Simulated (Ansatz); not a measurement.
C2H4FNO (`N=C(F)CO`), relaxed with RKS PBE0-D4/def2-TZVP in the Gaussian-basis code of Ansatz from a PBE-D4/def2-SVP geometry. The force threshold is 0.005 eV/Å; the program also tests the step.

The species carries charge 0 and has multiplicity 1.

Start:

```xyz
9

N    -0.753    0.139    1.599
C     0.270   -0.085    0.897
F     1.471   -0.247    1.492
C     0.388   -0.230   -0.609
O    -0.813    0.090   -1.273
H    -1.561    0.200    0.955
H     1.268    0.364   -0.953
H     0.628   -1.291   -0.837
H    -0.898    1.062   -1.271
```

| step | energy (eV) | largest force (eV/Å) | largest move (Å) |
| --- | --- | --- | --- |
| 1 | -8387.1127 | 0.917 | 0.000 |
| 2 | -8387.1550 | 0.281 | 0.021 |
| 3 | -8387.1600 | 0.116 | 0.020 |
| 4 | -8387.1609 | 0.053 | 0.010 |
| 5 | -8387.1610 | 0.068 | 0.029 |
| 6 | -8387.1617 | 0.014 | 0.006 |
| 7 | -8387.1617 | 0.008 | 0.004 |
| 8 | -8387.1617 | 0.008 | 0.005 |
| 9 | -8387.1617 | 0.003 | 0.002 |

End:

```xyz
9

N    -0.734    0.140    1.597
C     0.262   -0.099    0.892
F     1.449   -0.295    1.477
C     0.390   -0.224   -0.600
O    -0.803    0.076   -1.268
H    -1.551    0.235    0.996
H     1.232    0.396   -0.929
H     0.650   -1.260   -0.835
H    -0.894    1.030   -1.331
```

It took 36 s on 2 threads of an Arm Neoverse V1 on a shared host, with 0.37 GiB of host memory at the peak.
